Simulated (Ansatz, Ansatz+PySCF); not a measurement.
```xyz
7

C     0.0000    0.0000   -1.2389
C     0.0000    0.0000    0.2145
C     0.0000    0.0000    1.4252
H     0.0000   -1.0275   -1.6347
H    -0.8899    0.5138   -1.6347
H     0.8899    0.5138   -1.6347
H     0.0000    0.0000    2.4993
```

RHF on singlet C3H4 was run in several spherical basis sets with Ansatz (development build ahead of 0.2.0).

Rank the basis sets by the total energy that they give, lowest first, with the distance from the lowest.
A. def2-TZVP
B. cc-pVTZ
C. cc-pVDZ
D. 6-31G(d)
E. def2-SVP

A (0.00 eV), B (0.06 eV), C (0.97 eV), D (1.29 eV), E (3.50 eV).

Totals follow the description of the cores as much as that of the bonds, so this order isn't one of quality for chemistry.
